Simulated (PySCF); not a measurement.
Compound: CH6BO (charge -1).
Z-matrix (Å and degrees, PBE0-D3(BJ)/def2-SVP geometry), rows numbered from 1:
```
B 
O   1  1.4869
C   2  1.3593  1  114.28
H   1  1.2665  2  111.04  3    59.97
H   1  1.2665  2  111.05  3   -59.87
H   1  1.2497  2  108.83  3  -179.96
H   3  1.1207  2  113.60  1   -59.80
H   3  1.1140  2  111.07  1  -179.96
H   3  1.1207  2  113.60  1    59.87
```

Theory: PBE0-D3(BJ)/def2-SVP geometry optimisation, gas phase (PySCF 2.14.0).

Take the most abundant isotopes and a rigid rotor. 

Problem. Give the principal moments of inertia and the rotational constants in MHz.

Solution. Ia = 13.64, Ib = 52.32, Ic = 58.56 u·Å²; 505379 MHz·u·Å²/I gives A = 37047, B = 9660, C = 8630 MHz.

Problem. What kind of rotor is it?

Solution. A near-prolate asymmetric top. Ray's parameter κ = (2B − A − C)/(A − C) = -0.927; −1 is the prolate and +1 the oblate limit.

Problem. What does the inertial defect say?

Solution. Not planar: Δ = Ic − Ia − Ib = -7.40 u·Å². For a rigid frame Δ = −2 Σ m c², so Σ m c² = 3.70 u·Å² lies off the ab plane, practically all of it from hydrogen. The atom farthest from that plane is 1.02 Å away.

Problem. Give the other two planar moments, Paa and Pbb, and the rms extents of the mass along the axes.

Solution. Paa = Σ m a² = (Ib + Ic − Ia)/2 = 48.62 and Pbb = Σ m b² = (Ia + Ic − Ib)/2 = 9.94 u·Å². With the mass M = 45.05 u, the rms extents √(P/M) along a, b and c are 1.04, 0.47, 0.29 Å.

Problem. Give the coordinates in the principal-axis frame, origin at the centre of mass.

Solution. The sense of each axis is arbitrary; atoms in the order of the calculation.
```json
{"atom": "B1", "mass (u)": "11.009", "a (Å)": "1.249", "b (Å)": "-0.238", "c (Å)": "0.000"}
{"atom": "O2", "mass (u)": "15.995", "a (Å)": "-0.026", "b (Å)": "0.528", "c (Å)": "0.000"}
{"atom": "C3", "mass (u)": "12.000", "a (Å)": "-1.143", "b (Å)": "-0.246", "c (Å)": "0.000"}
{"atom": "H4", "mass (u)": "1.008", "a (Å)": "1.334", "b (Å)": "-0.979", "c (Å)": "-1.023"}
{"atom": "H5", "mass (u)": "1.008", "a (Å)": "1.333", "b (Å)": "-0.980", "c (Å)": "1.022"}
{"atom": "H6", "mass (u)": "1.008", "a (Å)": "2.204", "b (Å)": "0.569", "c (Å)": "0.001"}
{"atom": "H7", "mass (u)": "1.008", "a (Å)": "-1.217", "b (Å)": "-0.926", "c (Å)": "-0.888"}
{"atom": "H8", "mass (u)": "1.008", "a (Å)": "-2.064", "b (Å)": "0.380", "c (Å)": "-0.001"}
{"atom": "H9", "mass (u)": "1.008", "a (Å)": "-1.218", "b (Å)": "-0.925", "c (Å)": "0.888"}
```

Problem. List the rotational levels J(Ka,Kc) to J = 5 (MHz).

Solution. Above 0(0,0):
J = 1: 1(0,1) 18290, 1(1,1) 45677, 1(1,0) 46707
J = 2: 2(0,2) 54841, 2(1,2) 81227, 2(1,1) 84317, 2(2,1) 166479, 2(2,0) 166507
J = 3: 3(0,3) 109597, 3(1,3) 134533, 3(1,2) 140714, 3(2,2) 221348, 3(2,1) 221491, 3(3,1) 360877, 3(3,0) 360878
J = 4: 4(0,4) 182473, 4(1,4) 205577, 4(1,3) 215876, 4(2,3) 294486, 4(2,2) 294912, 4(3,2) 434093, 4(3,1) 434096, 4(4,1) 629357, 4(4,0) 629357
J = 5: 5(0,5) 273358, 5(1,5) 294331, 5(1,4) 309771, 5(2,4) 385872, 5(2,3) 386862, 5(3,3) 525635, 5(3,2) 525649, 5(4,2) 720870, 5(4,1) 720870, 5(5,1) 971932, 5(5,0) 971932
The levels of one J sum to (2J + 1)J(J + 1)(A + B + C)/3.

Problem. Predict some low-J microwave lines.

Solution. The dipole components (about the centre of mass, as the species is charged) are |μa| = 4.84 D, |μb| = 0.53 D, |μc| = 0.00 D; the mirror of this Cs structure is the ab plane, so μc vanishes by symmetry and there are no c-type lines. Intensities carry the squares of the components, which stand as 1.00 : 0.01 (a : b). Some lines, for components of 0.1 D or more:

| type | branch | J(Ka,Kc) | MHz | lower level (cm⁻¹) |
| --- | --- | --- | --- | --- |
| a | Q | 1(1,0) ← 1(1,1) | 1030 | 1.524 |
| b | R | 2(0,2) ← 1(1,1) | 9164 | 1.524 |
| a | R | 1(0,1) ← 0(0,0) | 18290 | 0.000 |
| b | R | 3(0,3) ← 2(1,2) | 28370 | 2.709 |
| b | Q | 1(1,0) ← 1(0,1) | 28417 | 0.610 |
| b | R | 1(1,1) ← 0(0,0) | 45677 | 0.000 |
| b | R | 3(1,3) ← 2(0,2) | 79692 | 1.829 |
| b | R | 3(2,2) ← 2(1,1) | 137031 | 2.813 |
| b | Q | 3(3,1) ← 3(2,2) | 139529 | 7.383 |
| b | R | 3(3,1) ← 2(2,0) | 194370 | 5.554 |

Problem. Estimate the classical rotational partition function at 10 K, 25 K and 100 K.

Solution. Point group Cs, symmetry number σ = 1; q = (√π/σ)·√((kT/h)³/(ABC)), k/h = 20836.6 MHz/K: 95.9 at 10 K, 379 at 25 K, 3030 at 100 K.

No PBE0-D3(BJ)/def2-SVP frequencies stand behind this structure, so it isn't proved a minimum. The geometry's basis has no diffuse functions, a weakness for an anion. No vibrational averaging or centrifugal distortion is included, and the geometry carries the error of its method. A rigid rotor knows nothing of internal rotation, which can split or shift real lines. Quadrupole hyperfine structure (11B) is left out.
